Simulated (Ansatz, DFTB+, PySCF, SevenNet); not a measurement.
# Lattice parameter a of cubic BN: levels of theory against measurement

Reference value: 3.593 Å (measured, corrected for zero-point motion; as tabulated in Goldzak et al. (2022), arXiv:2208.04865).

What do DFTB cp2k-nonscc, SevenNet-0, PBE, r²SCAN, PBE0, Hartree–Fock, CCSD give, and how far is each from the reference?


| level (code) | value (Å) | error (%) |
|---|---|---|
| DFTB cp2k-nonscc (DFTB+) | 3.702 | +3.03 |
| SevenNet-0 | 3.619 | +0.72 |
| PBE (Ansatz) | 3.625 | +0.89 |
| r²SCAN (Ansatz) | 3.610 | +0.47 |
| PBE0 (Ansatz) | 3.597 | +0.11 |
| Hartree–Fock (Ansatz) | 3.599 | +0.17 |
| CCSD (PySCF) | 3.595 ± 0.02 | +0.06 |

Once the reference is moved by up to 0.11 % (a margin picked here for doubts on the reference and the settings) and values within 0.10 % count as equal, the nearest can be CCSD (+0.06 %), PBE0 (+0.11 %) or Hartree–Fock (+0.17 %). Farthest off among them: DFTB cp2k-nonscc (+3.03 %). Within 2 %: SevenNet-0, PBE, r²SCAN, PBE0, Hartree–Fock, CCSD.

A ± on a computed value is a rough bar: the spread of its extrapolation, a floor set from checks against published values, or a statistical error. DFTB cp2k-nonscc: this tight-binding set is not self-consistent in the charges. Cutoffs and k meshes differ between the levels. Ansatz's density-functional and Hartree–Fock values are scalar-relativistic unless marked +SOC, with PAW data made under PBE.

Machine-learned potentials (SevenNet-0) are trained on DFT data: a solid inside that data is no test of them.

Differences are worked out from the printed values.

Ansatz is a program for electronic structure.
